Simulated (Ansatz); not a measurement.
For fcc Ni, rVV10 (Ansatz, an electronic-structure program, PAW) gives:

* **lattice constant a**: 3.537 Å
* **bulk modulus B0**: 194 GPa
* **cohesive energy**: 4.87 eV/atom
* **magnetic moment**: 0.63 μB

**Question.** What does r²SCAN+rVV10 (plane waves, PAW; Ansatz) give for the same quantities?

**Answer.** 
- lattice constant a: 3.465 Å (falls by 2.0 %)
- bulk modulus: 227 GPa (increases by 17 %)
- cohesive energy: 4.91 eV/atom (increases by 0.04 eV/atom)
- magnetic moment: 0.73 μB (goes up by 0.10 μB)

For comparison: lattice constant a 3.508 Å (measured, static lattice: zero-point anharmonic expansion removed; as tabulated in Mejia-Rodriguez and Trickey (2018), arXiv:1807.09216); bulk modulus 192 GPa (measured, 0 K value with the zero-point phonon effect removed, our sources range from 186 to 195; as tabulated in Mejia-Rodriguez and Trickey (2018), arXiv:1807.09216); cohesive energy 4.48 eV/atom (measured, static lattice: zero-point vibration energy added; as tabulated in Mejia-Rodriguez and Trickey (2018), arXiv:1807.09216).

Changes are worked out from the printed values.

Unless a cell is named, each level is at its own relaxed cell (rVV10 11.06, r²SCAN+rVV10 10.40 Å³/atom).

Spin-polarised runs: rVV10 (parallel moments), r²SCAN+rVV10 (parallel moments).

Ansatz's density-functional and Hartree–Fock values are scalar-relativistic unless marked +SOC, with PAW data made under PBE.
